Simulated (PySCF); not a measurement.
# C₃H₃F₂O−: electronic excitations and core binding energies

Aim: predict the electronic excitations and core binding energies of C₃H₃F₂O− (`[O-][C@H]1CC1(F)F`).

Programs: PySCF 2.14.0, with density-fitted response routines of our own. Each step states its level of theory. These are calculated values for one molecule in the gas phase, unless marked as measured. Atoms count from 0, in the outputs and in this text.

## (1) Starting geometry

9 atoms, charge -1, multiplicity 1; geometry from: GFN2-xTB.

Bonds of the start (Å): O0–C1 1.27, C1–C2 1.57, C2–C3 1.50, C3–F4 1.38, C3–F5 1.39, C3–C1 1.53, C1–H6 1.13, C2–H7 1.08, C2–H8 1.08.

## (2) TDDFT and polarisability: CAM-B3LYP/def2-SVPD

Job settings and geometry (Å):

```
{"job": {"kind": "uv", "xc": "CAM-B3LYP", "basis": "def2-SVPD", "nstates": 8, "ntriplets": 3}, "charge": -1, "multiplicity": 1}
O     -1.036126    -1.560119    -0.846389
C     -0.496398    -0.828791     0.040396
C      0.884109    -0.087570    -0.114230
C     -0.382448     0.700080     0.013016
F     -0.731153     1.538536    -1.019626
F     -0.526101     1.466528     1.164918
H     -0.620418    -1.113152     1.122613
H      1.337130    -0.069730    -1.095524
H      1.584967    -0.039789     0.709647
```

With the program's defaults for keys left out, this is: TDDFT CAM-B3LYP/def2-SVPD, vertical, gas phase, core orbitals frozen in the response.

What it wrote:

```text
coarse grid: 8376 points
cycle   1  E = -390.2895632157  dE =  9.911e-01  |g| = 1.101e+00  |ddm| = 4.026e+00
cycle   2  E = -389.6866739555  dE =  6.029e-01  |g| = 2.045e+00  |ddm| = 1.490e+01
cycle   3  E = -390.5270815733  dE = -8.404e-01  |g| = 2.328e-01  |ddm| = 1.366e+01
cycle   4  E = -390.5353334470  dE = -8.252e-03  |g| = 1.150e-01  |ddm| = 4.373e-01
cycle   5  E = -390.5375765888  dE = -2.243e-03  |g| = 1.440e-02  |ddm| = 2.318e-01
cycle   6  E = -390.5376202478  dE = -4.366e-05  |g| = 6.476e-03  |ddm| = 5.734e-02
cycle   7  E = -390.5376317020  dE = -1.145e-05  |g| = 1.127e-03  |ddm| = 3.288e-02
cycle   8  E = -390.5376324027  dE = -7.007e-07  |g| = 5.082e-04  |ddm| = 1.302e-02
final grid: 84160 points
cycle   9  E = -390.6039196343  dE = -2.382e-05  |g| = 4.864e-03  |ddm| = 6.135e-02
cycle  10  E = -390.6039175492  dE =  2.085e-06  |g| = 6.247e-03  |ddm| = 1.397e-02
cycle  11  E = -390.6039238480  dE = -6.299e-06  |g| = 2.626e-04  |ddm| = 5.081e-03
cycle  12  E = -390.6039238567  dE = -8.729e-09  |g| = 2.536e-04  |ddm| = 1.237e-03
cycle  13  E = -390.6039238693  dE = -1.256e-08  |g| = 5.552e-05  |ddm| = 6.254e-04
cycle  14  E = -390.6039238700  dE = -6.980e-10  |g| = 1.694e-05  |ddm| = 1.741e-04
converged SCF energy = -390.6039238700

Static polarisability (au): isotropic 53.240, principal 48.764 50.200 60.756

Singlet excitations
state   eV       nm        f      main configurations
  1   4.4340    279.6   0.02039   H->L 0.76, H->L+2 0.19
  2   4.8038    258.1   0.01181   H-1->L 0.66, H-1->L+2 0.25
  3   5.0429    245.9   0.04302   H->L+2 0.60, H->L 0.17, H->L+1 0.15
  4   5.2107    237.9   0.03374   H->L+1 0.75, H->L+2 0.12
  5   5.3795    230.5   0.01499   H-1->L+2 0.52, H-1->L 0.25, H-1->L+1 0.14
  6   5.6377    219.9   0.00468   H-1->L+1 0.78, H-1->L+2 0.10
  7   5.8454    212.1   0.01435   H->L+3 0.75, H->L+5 0.11
  8   5.9518    208.3   0.03277   H->L+4 0.88

Triplet excitations (Tamm-Dancoff, eV): 4.3168 4.6403 4.8862
```

Run time: 15 s. Hardware: 1 thread, shared host.

The orbitals next to the gap, with their largest atomic shares:

```
orbital     eV                      atoms
 HOMO−3  -6.74   O0 51 %, C1 24 %, C2 9 %
 HOMO−2  -5.27  C2 22 %, O0 20 %, C3 18 %
 HOMO−1  -2.13   O0 63 %, C1 13 %, H6 8 %
   HOMO  -1.77  O0 57 %, C1 13 %, C2 11 %
   LUMO   5.34  C2 24 %, C3 15 %, H8 15 %
 LUMO+1   5.93  F5 20 %, H8 18 %, H7 15 %
 LUMO+2   6.13  H6 24 %, C1 18 %, O0 16 %
```

With each of the 8 states as a Gaussian band of 0.4 eV half-width at 1/e, the curve within the window shown has maxima at 241 nm (ε 3,800) L/(mol cm). Beyond the last state computed it falls off for lack of states. The curve at chosen wavelengths:

nm, ε (L/mol/cm) and a bar:
```
      198        988 #######
      203       1637 #############
      208       2103 #################
      213       2283 ##################
      218       2346 ###################
      223       2532 ####################
      228       2918 #######################
      233       3372 ###########################
      238       3689 ##############################
      243       3732 ##############################
      248       3493 ############################
      253       3071 #########################
      258       2592 #####################
      263       2153 #################
      268       1796 ##############
      273       1516 ############
      278       1289 ##########
      283       1088 ########
      288        900 #######
      293        722 #####
      298        558 ####
      303        416 ###
      308        298 ##
      313        206 #
      318        138 
      323         89
```

Ground-state properties from the same run:

```csv
property,computed
polarisability (Å³),7.89
HOMO–LUMO gap (eV),7.11
−ε(HOMO) (eV),1.77
```

## (3) Core-electron binding energies: SCAN, X2C

Same as in step 2 but for these lines:

```diff
@@ -1,2 +1,2 @@
-{"job": {"kind": "uv", "xc": "CAM-B3LYP", "basis": "def2-SVPD", "nstates": 8, "ntriplets": 3}, "charge": -1, "multiplicity": 1}
+{"job": {"kind": "xps"}, "charge": -1, "multiplicity": 1}
 O     -1.036126    -1.560119    -0.846389
```

With the program's defaults for keys left out, this is: delta-SCF UKS SCAN, pcX-2 on the ionised atom, pcseg-1 elsewhere, spin-free X2C.

What it wrote:

```text
ground state, core basis on atom 0 (O), 130 functions
  cycle   1  E = -390.83496891  |g| = 1.18e+00
  cycle   2  E = -387.52957239  |g| = 3.42e+00
  cycle   3  E = -391.02208809  |g| = 6.04e-01
  cycle   4  E = -391.08837373  |g| = 2.95e-01
  cycle   5  E = -391.10118614  |g| = 7.76e-02
  cycle   6  E = -391.10223512  |g| = 3.40e-02
  cycle   7  E = -391.10249524  |g| = 6.86e-03
  cycle   8  E = -391.10250336  |g| = 3.24e-03
  cycle   9  E = -391.10250571  |g| = 8.02e-04
  cycle  10  E = -391.10250350  |g| = 2.78e-04
  E(ground) = -391.10194048 Eh
hole in O 1s of atom 0
  cycle   1  E = -370.80447281  |g| = 2.23e+00
  cycle   2  E = -370.34578394  |g| = 2.22e+00
  cycle   3  E = -371.57668887  |g| = 4.20e-01
  cycle   4  E = -371.61251478  |g| = 2.22e-01
  cycle   5  E = -371.63519038  |g| = 4.93e-02
  cycle   6  E = -371.63592413  |g| = 2.38e-02
  cycle   7  E = -371.63612392  |g| = 6.46e-03
  cycle   8  E = -371.63613771  |g| = 2.65e-03
  cycle   9  E = -371.63613991  |g| = 6.58e-04
  cycle  10  E = -371.63614111  |g| = 2.51e-04
  E(ion) = -371.63894891 Eh   <S^2> = 0.7621   hole on atom = 1.000   binding energy = 529.615 eV
ground state, core basis on atom 1 (C), 130 functions
  cycle   1  E = -391.07643492  |g| = 6.79e-02
  cycle   2  E = -391.07515484  |g| = 8.89e-02
  cycle   3  E = -391.07653164  |g| = 3.44e-02
  cycle   4  E = -391.07676425  |g| = 4.19e-03
  cycle   5  E = -391.07676605  |g| = 9.13e-04
  cycle   6  E = -391.07676733  |g| = 3.19e-04
  E(ground) = -391.07948400 Eh
hole in C 1s of atom 1
  cycle   1  E = -379.97527905  |g| = 1.51e+00
  cycle   2  E = -378.86763476  |g| = 2.17e+00
  cycle   3  E = -380.46675495  |g| = 4.38e-01
  cycle   4  E = -380.51372098  |g| = 2.65e-01
  cycle   5  E = -380.53253841  |g| = 9.84e-02
  cycle   6  E = -380.53560761  |g| = 5.23e-02
  cycle   7  E = -380.53673838  |g| = 1.54e-02
  cycle   8  E = -380.53684101  |g| = 5.56e-03
  cycle   9  E = -380.53686680  |g| = 2.13e-03
  cycle  10  E = -380.53687532  |g| = 1.52e-03
  cycle  11  E = -380.53687744  |g| = 7.32e-04
  cycle  12  E = -380.53687817  |g| = 2.47e-04
  E(ion) = -380.54025150 Eh   <S^2> = 0.7781   hole on atom = 1.000   binding energy = 286.787 eV
ground state, core basis on atom 2 (C), 130 functions
  cycle   1  E = -391.07092398  |g| = 6.35e-02
  cycle   2  E = -391.07019615  |g| = 6.58e-02
  cycle   3  E = -391.07079874  |g| = 4.06e-02
  cycle   4  E = -391.07113160  |g| = 6.83e-03
  cycle   5  E = -391.07114114  |g| = 7.25e-04
  cycle   6  E = -391.07114325  |g| = 2.46e-04
  E(ground) = -391.07472824 Eh
hole in C 1s of atom 2
  cycle   1  E = -380.01978358  |g| = 1.52e+00
  cycle   2  E = -378.23116964  |g| = 2.47e+00
  cycle   3  E = -380.33380244  |g| = 7.93e-01
  cycle   4  E = -380.48474076  |g| = 5.16e-01
  cycle   5  E = -380.58335653  |g| = 1.23e-01
  cycle   6  E = -380.58890607  |g| = 4.43e-02
  cycle   7  E = -380.58954592  |g| = 1.46e-02
  cycle   8  E = -380.58961164  |g| = 6.83e-03
  cycle   9  E = -380.58963402  |g| = 1.72e-03
  cycle  10  E = -380.58963546  |g| = 1.36e-03
  cycle  11  E = -380.58963674  |g| = 5.95e-04
  cycle  12  E = -380.58963709  |g| = 2.28e-04
  E(ion) = -380.59297032 Eh   <S^2> = 0.7707   hole on atom = 1.000   binding energy = 285.223 eV
ground state, core basis on atom 3 (C), 130 functions
  cycle   1  E = -391.07731742  |g| = 6.05e-02
  cycle   2  E = -391.07719862  |g| = 3.42e-02
  cycle   3  E = -391.07722883  |g| = 3.29e-02
  cycle   4  E = -391.07742285  |g| = 3.09e-03
  cycle   5  E = -391.07742616  |g| = 8.38e-04
  cycle   6  E = -391.07742517  |g| = 3.20e-04
  E(ground) = -391.08040099 Eh
hole in C 1s of atom 3
  cycle   1  E = -379.88718412  |g| = 1.51e+00
  cycle   2  E = -371.90213630  |g| = 3.80e+00
  cycle   3  E = -379.61039058  |g| = 1.41e+00
  cycle   4  E = -380.38072855  |g| = 4.28e-01
  cycle   5  E = -380.41639822  |g| = 3.12e-01
  cycle   6  E = -380.44365038  |g| = 1.12e-01
  cycle   7  E = -380.44827989  |g| = 2.75e-02
  cycle   8  E = -380.44863050  |g| = 6.91e-03
  cycle   9  E = -380.44865787  |g| = 2.40e-03
  cycle  10  E = -380.44866171  |g| = 1.25e-03
  cycle  11  E = -380.44866266  |g| = 1.15e-03
  cycle  12  E = -380.44866331  |g| = 3.77e-04
  E(ion) = -380.45373162 Eh   <S^2> = 0.7761   hole on atom = 1.000   binding energy = 289.166 eV
ground state, core basis on atom 4 (F), 130 functions
  cycle   1  E = -391.11411327  |g| = 1.18e-01
  cycle   2  E = -391.11366891  |g| = 6.61e-02
  cycle   3  E = -391.11366059  |g| = 6.71e-02
  cycle   4  E = -391.11431876  |g| = 2.05e-03
  cycle   5  E = -391.11431942  |g| = 1.00e-03
  cycle   6  E = -391.11431954  |g| = 1.85e-04
  E(ground) = -391.11941501 Eh
hole in F 1s of atom 4
  cycle   1  E = -364.93240212  |g| = 2.58e+00
  cycle   2  E = -363.35956629  |g| = 2.69e+00
  cycle   3  E = -364.86441643  |g| = 1.41e+00
  cycle   4  E = -365.79226386  |g| = 3.43e-01
  cycle   5  E = -365.81235499  |g| = 2.07e-01
  cycle   6  E = -365.82787101  |g| = 7.31e-02
  cycle   7  E = -365.83030023  |g| = 8.25e-03
  cycle   8  E = -365.83034287  |g| = 3.02e-03
  cycle   9  E = -365.83035100  |g| = 1.56e-03
  cycle  10  E = -365.83035382  |g| = 1.09e-03
  cycle  11  E = -365.83035593  |g| = 8.97e-04
  cycle  12  E = -365.83035735  |g| = 2.34e-04
  E(ion) = -365.84259207 Eh   <S^2> = 0.7656   hole on atom = 1.000   binding energy = 687.817 eV
ground state, core basis on atom 5 (F), 130 functions
  cycle   1  E = -391.11345896  |g| = 1.26e-01
  cycle   2  E = -391.11231354  |g| = 1.04e-01
  cycle   3  E = -391.11330116  |g| = 6.54e-02
  cycle   4  E = -391.11395276  |g| = 8.77e-03
  cycle   5  E = -391.11396757  |g| = 1.40e-03
  cycle   6  E = -391.11396700  |g| = 4.85e-04
  E(ground) = -391.11887483 Eh
hole in F 1s of atom 5
  cycle   1  E = -364.93633657  |g| = 2.58e+00
  cycle   2  E = -363.36558908  |g| = 2.71e+00
  cycle   3  E = -364.84556786  |g| = 1.43e+00
  cycle   4  E = -365.79741469  |g| = 3.48e-01
  cycle   5  E = -365.81963824  |g| = 2.09e-01
  cycle   6  E = -365.83552504  |g| = 7.11e-02
  cycle   7  E = -365.83792482  |g| = 9.80e-03
  cycle   8  E = -365.83796669  |g| = 5.86e-03
  cycle   9  E = -365.83797858  |g| = 2.07e-03
  cycle  10  E = -365.83798183  |g| = 7.98e-04
  cycle  11  E = -365.83798240  |g| = 5.15e-04
  cycle  12  E = -365.83798191  |g| = 1.54e-04
  E(ion) = -365.84959318 Eh   <S^2> = 0.7631   hole on atom = 1.000   binding energy = 687.612 eV
```

Wall time 37 s (1 thread, shared host).

Binding energies by hole, beside the orbital energy of the ground state; the difference holds orbital relaxation and, for a density functional, its self-interaction error:

| hole | stands for | environment | ΔSCF (eV) | −ε (eV) | ⟨S²⟩ |
| --- | --- | --- | --- | --- | --- |
| O1s on O0 | O0 | oxygen bonded to C | 529.61 | 508.3 | 0.762 |
| C1s on C1 | C1 | three-membered-ring carbon | 286.79 | 269.7 | 0.778 |
| C1s on C2 | C2 | three-membered-ring carbon | 285.22 | 268.4 | 0.771 |
| C1s on C3 | C3 | three-membered-ring carbon bearing a halogen | 289.17 | 272.1 | 0.776 |
| F1s on F4 | F4 | fluorine of a CF2 group | 687.82 | 662.0 | 0.766 |
| F1s on F5 | F5 | fluorine of a CF2 group | 687.61 | 661.9 | 0.763 |

## (4) Summary of results

```
                                quantity                               value
    lowest singlet (CAM-B3LYP/def2-SVPD)         4.43 eV (280 nm), f = 0.020
brightest single state of those computed         state 3, 5.04 eV, f = 0.043
                          lowest triplet                             4.32 eV
        C1s binding energies, SCAN/pcX-2  C3 289.17, C1 286.79, C2 285.22 eV
        F1s binding energies, SCAN/pcX-2             F4 687.82, F5 687.61 eV
        O1s binding energies, SCAN/pcX-2                        O0 529.61 eV
```

The lowest singlet, at 4.43 eV, is HOMO→LUMO 0.76, HOMO→LUMO+2 0.19 and is weak; of the 8 states computed, the strongest absorption comes from state 3 at 5.04 eV (the last state computed is bright too, and its partners may lie past the list). The lowest triplet lies 0.12 eV below the lowest singlet (triplets in Tamm-Dancoff, singlets in full TDDFT). The lowest singlet lies above −ε(HOMO); no detachment energy was computed, so the anion's states may not be bound. The C1s levels kept as sound span 3.94 eV, from C2 (three-membered-ring carbon) up to C3 (three-membered-ring carbon bearing a halogen). F4 (fluorine of a CF2 group) binds its F1s electron 0.21 eV more tightly than F5 (fluorine of a CF2 group).
